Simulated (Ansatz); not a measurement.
# One shape, several levels: BN (boron nitride)

Aim: a comparison of 6 runs (UHF/3-21G, UBHLYP/6-31G, UHSE06/6-31G, RPA@PBE/6-31G, UBCCD(T)/3-21G, UCCSD(T)/3-21G) of BN (boron nitride). 

The calculation is run with Ansatz 0.2.0.

66 further runs of the same task are left out: 66 set aside as unsound or not needed.

### Step 1. The molecule

BN has 2 atoms, charge 0, and is taken as a triplet. SMILES: `B#N`. The N2–B1 distance was set to 3.171 Å, away from the relaxed value.

### Step 2. A single-point energy at UHF/3-21G (run 1)

File molecule.yaml:

```yaml
crystal:
  periodic: [false, false, false]
  atoms:
    - {symbol: B, position_ang: [0.000000, 0.000000, -1.902670]}
    - {symbol: N, position_ang: [0.000000, 0.000000, 1.268430]}
basis:
  gaussian: {orbitals: 3-21G.json}
magnetization: {spin_polarized: true, initial_magnetization: 2}
hamiltonian: {xc: hf}
accuracy: high
```

The basis set 3-21G is read from a file made from the Basis Set Exchange's data (not shown).

Launch:

```console
$ ansatz run molecule.yaml --threads 1 --pin off --max-ram 2610MiB --events-out events.jsonl --progress --plain --runs-dir runs
```

The log of the run:

```text
Warning: RAYON_NUM_THREADS=1 ignored (pool sized by the plan → 1); use --threads N
Functional definition: HF
  name "HF"
  exchange = exact_x
  correlation = 0
366 factors; integrals over basis functions are off by at most 3.4e-9 eV
mean field evaluation 1: about -2128.8623 eV, gradient 1.5e1 eV
mean field evaluation 2: about -2128.8635 eV, gradient 1.5e1 eV
mean field evaluation 4: about -2133.4938 eV, gradient 8.0e0 eV
mean field evaluation 8: about -2135.9612 eV, gradient 4.1e-1 eV
mean field evaluation 16: about -2135.9624 eV, gradient 5.8e-7 eV
mean field evaluation 32: about -2135.9769 eV, gradient 2.6e-3 eV
mean field evaluation 64: about -2135.9689 eV, gradient 1.5e-2 eV
mean field evaluation 96: about -2135.9028 eV, gradient 8.2e-1 eV
mean field evaluation 128: about -2135.7104 eV, gradient 3.8e0 eV
mean field evaluation 160: about -2131.9439 eV, gradient 2.0e0 eV
mean field evaluation 192: about -2135.9769 eV, gradient 2.0e-8 eV
mean field -2135.97687386 eV, -78.4957022971 hartree, gradient 2.0e-8 eV, S^2 3.003018; 3 other end points of the search recorded, 0 dependent functions left out
reference -2135.97687386 eV, -78.4957022971 hartree; 7, 5 occupied and 11, 13 virtual orbitals, 366 factors
Total energy: -2135.97687386 eV, -78.4957022971 hartree
```

Wall time 0.1 s (1 thread of AMD EPYC 9R45 (Zen 5), shared host).

### Step 3. A single-point energy at UBHLYP/6-31G (run 2)

File input.yaml:

```yaml
crystal:
  periodic: [false, false, false]
  atoms:
    - symbol: B
      position_ang: [0.000000, 0.000000, -1.902670]
    - symbol: N
      position_ang: [0.000000, 0.000000, 1.268430]
basis:
  gaussian: {orbitals: 6-31G}
magnetization: {spin_polarized: true, initial_magnetization: 2}
hamiltonian: {xc: {name: BHLYP}}
accuracy: high
```

Launch:

```console
$ ansatz run input.yaml --threads 1 --pin off --max-ram 2610MiB --events-out events.jsonl --progress --plain --runs-dir runs
```

The log of the run:

```text
Warning: RAYON_NUM_THREADS=1 ignored (pool sized by the plan → 1); use --threads N
Functional definition: BHLYP
  name "BHLYP"
  parameter a = 0.5
  exchange = (1 - a)*b88_x + a*exact_x
  correlation = lyp_c
404 factors; integrals over basis functions are off by at most 4.2e-9 eV
mean field evaluation 1: about -2148.8367 eV, gradient 2.0e1 eV
mean field evaluation 2: about -2042.3007 eV, gradient 7.4e1 eV
mean field evaluation 4: about -2153.1976 eV, gradient 1.1e1 eV
mean field evaluation 8: about -2153.9975 eV, gradient 9.1e0 eV
mean field evaluation 16: about -2155.6637 eV, gradient 2.7e-8 eV
mean field evaluation 32: about -2155.6637 eV, gradient 1.6e-4 eV
mean field -2155.66365079 eV, -79.2191780051 hartree, gradient 1.7e-8 eV, S^2 2.918802; 2 other end points of the search recorded, 0 dependent functions left out
reference -2155.66366906 eV, -79.2191786766 hartree; 7, 5 occupied and 11, 13 virtual orbitals, 404 factors
Total energy: -2155.66366906 eV, -79.2191786766 hartree
```

It took 0.48 s on 1 thread of AMD EPYC 9R45 (Zen 5), shared host.

Run 3 isn't shown in full; the table further down has it.

### Step 4. A single-point energy at RPA@PBE/6-31G (run 4)

File molecule.yaml:

```yaml
crystal:
  periodic: [false, false, false]
  atoms:
    - symbol: B
      position_ang: [0.000000, 0.000000, -1.902670]
    - symbol: N
      position_ang: [0.000000, 0.000000, 1.268430]
basis:
  gaussian:
    orbitals: 6-31G
magnetization:
  spin_polarized: true
  initial_magnetization: 2
hamiltonian:
  xc: {name: PBE}
correlation:
  method: rpa
  frozen_orbitals: {B: 1, "N": 1}
accuracy: high
```

Launch:

```console
$ ansatz run molecule.yaml --threads 1 --pin off --max-ram 2610MiB --events-out events.jsonl --progress --plain --runs-dir runs
```

The log of the run, cut to the lines that bear on the results:

```text
Warning: RAYON_NUM_THREADS=1 ignored (pool sized by the plan → 1); use --threads N
Functional definition: PBE
  name "PBE"
[...]
404 factors; integrals over basis functions are off by at most 4.2e-9 eV
[...]
mean field -2153.06629040 eV, -79.1237267715 hartree, gradient 8.5e-9 eV, S^2 2.717115; 9 other end points of the search recorded, 0 dependent functions left out
2 core orbitals not correlated: weight in the atoms' cores, before any rotation towards them, 1.000 or more for the frozen orbitals, at most 0.000 for the correlated occupied ones
reference -2146.23051174 eV, -78.8725165391 hartree; 5, 3 occupied and 11, 13 virtual orbitals, 404 factors
Total energy: -2151.37033520 eV, -79.0614015674 hartree
```

It took 1.1 s on 1 thread of AMD EPYC 9R45 (Zen 5), shared host.

Run 5 isn't shown in full; the table further down has it.

### Step 5. A single-point energy at UCCSD(T)/3-21G (run 6)

File run.yaml:

```yaml
crystal:
  periodic: [false, false, false]
  atoms:
    - {symbol: B, position_ang: [0.000000, 0.000000, -1.902670]}
    - {symbol: N, position_ang: [0.000000, 0.000000, 1.268430]}
basis:
  gaussian:
    orbitals: 3-21G.json
magnetization:
  spin_polarized: true
  initial_magnetization: 2
correlation:
  method: ccsd_t
  frozen_orbitals: {B: 1, "N": 1}
accuracy: high
scf:
  omitted_lower_state_checks: [cluster_reference, increment]
```

The basis set 3-21G is read from a file made from the Basis Set Exchange's data (not shown).

Launch:

```console
$ ansatz run run.yaml --threads 1 --pin off --max-ram 2610MiB --events-out events.jsonl --progress --plain --runs-dir runs
```

The log of the run:

```text
Warning: RAYON_NUM_THREADS=1 ignored (pool sized by the plan → 1); use --threads N
[... 18 lines left out ...]
2 core orbitals not correlated: weight in the atoms' cores, before any rotation towards them, 1.000 or more for the frozen orbitals, at most 0.000 for the correlated occupied ones
[... 47 lines left out ...]
Total energy: -2137.97944890 eV, -78.5692955726 hartree
Checks for a lower state left out: cluster_reference, increment
```

Wall time 0.3 s (1 thread of AMD EPYC 9R45 (Zen 5), shared host).

### Step 6. The series

```
run           level  frozen core orbitals  energy (Eh)   ⟨S²⟩  wall time
  1       UHF/3-21G                     –   -78.495702  3.003      0.1 s
  2    UBHLYP/6-31G                     –   -79.219179  2.919     0.48 s
  3    UHSE06/6-31G                     –   -79.135181  2.858     0.54 s
  4   RPA@PBE/6-31G                     2   -79.061402  2.717      1.1 s
  5  UBCCD(T)/3-21G                     2   -78.569299  3.003     0.38 s
  6  UCCSD(T)/3-21G                     2   -78.569296  3.003      0.3 s
```

### Step 7. Outcome

| quantity | value |
| --- | --- |
| run 6: total energy | -78.56930 Eh |
| run 6: correlation energy (2 core orbitals frozen) | -73.6 mEh |
| run 6: (T) correction | -0.41 mEh |
| run 6: ⟨S²⟩ of the reference determinant | 3.003 |
| run 6: T1 diagnostic | 0.006 |

In words: Below the UHF energy at the same shape and in the same basis (3-21G): UBCCD(T) -73.6 mEh; UCCSD(T) -73.6 mEh. Totals of different functionals can't be ranked against each other. Spin contamination of the reference: run 1 ⟨S²⟩ = 3.00, run 5 ⟨S²⟩ = 3.00, run 6 ⟨S²⟩ = 3.00, run 2 ⟨S²⟩ = 2.92, run 3 ⟨S²⟩ = 2.86, run 4 ⟨S²⟩ = 2.72. Where it is this large, the reference is a mixture of spin states, and values that rest on it are in doubt. All runs together took 2.9 s, the longest 1.1 s.
